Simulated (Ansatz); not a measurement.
# Relative stability

The two ends of one reaction step of CH$_{6}$AlCl, singlet (PBE0-D4/def2-TZVP).

A:

Al1  (-0.545, -0.744, -0.594)
Cl2  (1.152, 0.851, -1.887)
H3  (0.177, -2.105, -0.993)
H4  (-1.840, -0.294, -1.404)
H5  (1.464, 1.458, -0.800)
C6  (-0.151, 0.090, 1.142)
H7  (-0.410, 1.154, 1.169)
H8  (0.897, -0.021, 1.436)
H9  (-0.743, -0.389, 1.930)
(Å)

B:

Al1  (-0.273, -0.701, -1.336)
Cl2  (0.777, 0.679, -2.536)
H3  (0.525, -1.945, -0.790)
H4  (-1.842, -0.549, -1.283)
H5  (0.838, 0.735, 0.354)
C6  (0.166, 0.493, 1.184)
H7  (-0.002, 1.412, 1.744)
H8  (0.627, -0.265, 1.813)
H9  (-0.817, 0.140, 0.850)
(Å)

Computed with Ansatz 0.2.0 (basis: def2-TZVPP); correlated methods freeze the cores. B3LYP uses VWN-RPA correlation.

(1) Which structure is lower at CCSD(T), and by how much? (Judge from chemistry; the value comes from the calculation.)

The T1 diagnostic stays at or below 0.009.

Results:

(1) By the calculation: B, by 1.639 eV (electronic energy, against the other). By their contacts, A is CH₆AlCl ([CH3][AlH2][ClH]) and B is a complex of AlH₂Cl ([AlH2][Cl]) + CH₄.

All methods give the same order:

| method | E(B) − E(A) (eV) |
| --- | --- |
| SPW92 | -1.530 |
| PBE-D4 | -1.598 |
| BLYP-D4 | -1.641 |
| r2SCAN-D4 | -1.686 |
| B97M-V | -1.684 |
| PBE0-D4 | -1.645 |
| B3LYP-D4 | -1.679 |
| r2SCAN0-D4 | -1.706 |
| BHLYP-D4 | -1.739 |
| CAM-B3LYP-D4 | -1.673 |
| wB97X-V | -1.663 |
| wB97M-V | -1.649 |
| B2PLYP | -1.696 |
| PBE-QIDH | -1.684 |
| RPA on PBE | -1.574 |
| HF | -1.852 |
| MP2 | -1.676 |
| CCSD | -1.660 |
| CCSD(T) | -1.639 |

Labels in which every atom is bracketed show which atoms are joined, not bond orders.

For scale, one of the runs: CCSD(T)/def2-TZVPP, 199 basis functions, launched by `ansatz run in.yaml --threads 2 --pin off --events-out ev --progress --plain --max-ram 4352MiB`. Time: 43 s of wall clock on 2 CPU threads of an Intel Xeon Platinum 8259CL; the host was shared. Peak host memory: 2.2 GiB.
